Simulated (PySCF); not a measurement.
# Name the molecule from its bond curve

A diatomic of charge +1 contains B. Its doublet curve at PBE0 in a double-zeta basis (no relativity, PySCF), in eV from the separated fragments:

R (Å), E (eV) and a bar:
```
    2.498     -0.451 ###########################
    2.615     -0.523 ############
    2.731     -0.561 ###
    2.818     -0.574 #
    2.905     -0.577 
    2.992     -0.573 #
    3.108     -0.559 ####
    3.254     -0.532 #########
    3.428     -0.493 ##################
    3.660     -0.436 ##############################
```

The fit gives ωe = 190 cm⁻¹ and the rotational constant Bₑ = 0.2702 cm⁻¹.

Q: Which atom is the partner?

A: The minimum lies at 2.895 Å, so the reduced mass is 16.8576 u Å² cm⁻¹/(Bₑ·Re²) = 7.444 u. With B at 11.01 u the partner weighs about 23.0 u: Na. The molecule is NaB⁺.

The state is the lowest determinant that a PBE0 search found; another state may lie lower at other levels.
